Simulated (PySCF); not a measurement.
# Dipole moment and polarisability of methylhydrazine

Compound: methylhydrazine, CH₆N₂.
Structure used (GFN2-xTB), in Å, numbered top down from 1:
```
atom  x, y, z in Å
C1    -1.0492    0.2073   -0.1249
N2     0.1396   -0.6194   -0.1061
N3     1.3037    0.1944   -0.0917
H4    -1.9200   -0.4432   -0.1657
H5    -1.1348    0.8698    0.7489
H6    -1.0149    0.8220   -1.0219
H7     0.1027   -1.2546    0.6973
H8     1.4885    0.6058    0.8271
H9     2.0981   -0.3761   -0.3609
```

Level: B3LYP/def2-SVPD (PySCF), static field, nuclei fixed, core orbitals frozen in the response. The polarisability tensor in these axes (au):

```
x   39.52  0.23  0.49
y    0.23 33.14  0.20
z    0.49  0.20 31.23
```

Problem. What are the eigenvalues, a third of the trace, and Δα (Δα² = ½Σ(αi − αj)² over the three pairs)?

Solution. Principal values 31.18, 33.15 and 39.56 au; mean 34.63 au = 5.13 Å³ = 5.71 × 10⁻⁴⁰ C²·m²/J; Δα = 7.59 au (22 % of the mean).

Problem. What is the dipole moment, and where does it point?

Solution. (0.21, -0.43, 1.84) D, 1.90 D in size, pointing from the negative to the positive side. Measured along this direction, the outermost atoms are H6 at the negative end and H7 at the positive end.

Problem. In a dilute gas of rigid molecules at 400 K, how does the orientational term μ²/3kT compare with the electronic polarisability?

Solution. In Gaussian units μ²/3kT = 21.76 Å³ against 5.13 Å³, a ratio of 4.24; the Debye molar polarisation (4π/3)N_A(α + μ²/3kT) is 67.8 cm³/mol, leaving out the vibrational part.

Problem. Sum over states: ᾱ = Σ f/ω², ω in Eh. What share falls to these 8 lowest TDDFT singlets (eV, f)? 5.59, 0.0137; 6.52, 0.0199; 6.67, 0.0034; 6.88, 0.0372; 7.44, 0.0350; 7.64, 0.0236; 7.96, 0.0413; 8.20, 0.0257.

Solution. They add up to 2.84 au, 8.2 % of the 34.63 au; the largest single term is 0.58 au, from the state at 6.88 eV. Terms in order: 0.32, 0.35, 0.06, 0.58, 0.47, 0.30, 0.48, 0.28 au. Higher excitations give the rest. The strengths listed sum to 0.200.

Problem. Along which axes do the principal values lie, and how far do the nuclei extend along each?

Solution. Largest value along (1.00, 0.04, 0.06), where the nuclei span 4.00 Å; middle along (-0.04, 0.99, 0.09), 2.17 Å; least along (-0.06, -0.10, 0.99), 1.85 Å. The response follows the extents in order.

The structure is a single GFN2-xTB conformer in the gas phase; no vibrational or solvent corrections.

These values come from a run that also computed excited states. On one thread, Arm Neoverse N1 (aarch64), shared host with 64 logical CPUs at a one-minute load of 92, this took 9.9 s (with the writing of density and orbital grids) and 0.45 GiB of memory at its peak.
